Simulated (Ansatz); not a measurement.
# Al2F (quartet): wave-function methods side by side, def2-TZVPP

The task here is to estimate one member of a computed series from the others.

Method: def2-TZVPP, core rule «outside noble gas», up to 11 orbitals frozen; program: Ansatz 0.2.0, Gaussian basis.

Plan: UHF; ROHF; CCSD(T) on UHF.

## The geometry

The geometry is a PBE0/def2-TZVP stationary point (not a proven minimum).

3 atoms, charge 0, spin multiplicity 4.

Atoms are counted from 1 here; the program's logs count them from 0.

Bond lengths: Al1–Al2 2.338 Å, Al2–F3 1.647 Å. Angles: Al1–Al2–F3 180.0°.

Geometry (Å):

```
Al    0.0000    0.0000    2.1078
Al    0.0000    0.0000   -0.2304
F     0.0000    0.0000   -1.8774
```

The first run:

Contents of in.yaml:

```yaml
crystal:
  periodic: [false, false, false]
  atoms:
    - {symbol: Al, position_ang: [0.000000, 0.000000, 2.107800]}
    - {symbol: Al, position_ang: [0.000000, 0.000000, -0.230400]}
    - {symbol: F, position_ang: [0.000000, 0.000000, -1.877400]}
basis:
  gaussian: {orbitals: def2-TZVPP}
magnetization: {spin_polarized: true, initial_magnetization: 3}
hamiltonian: {xc: hf}
output: {orbitals: {seedname: orbitals}}
```

Command:

```bash
> ansatz run in.yaml --threads 1 --pin off --events-out ev --progress --plain --max-ram 4096MiB --backend cpu
```

Steps of the session up to this table: UHF; ROHF; CCSD(T) on UHF.

One table of the session follows, with a row left open; its other results are not shown here.

```
  method  from UCCSD(T) (kcal/mol)
    ROHF                   +235.89
     UHF                   +234.25
    UMP2                    +18.14
   UCCSD                         ?
UCCSD(T)                         0
```

Q: Estimate the row for UCCSD from the others.

**Answer.** from UCCSD(T) (kcal/mol): +8.42. In the column «from UCCSD(T) (kcal/mol)» it lies between UCCSD(T) (0) and UMP2 (+18.14).

With the free atoms at the same levels and basis (separate runs), the atomisation energy is 6.219 eV at UCCSD(T), 4.958 eV at ROHF.
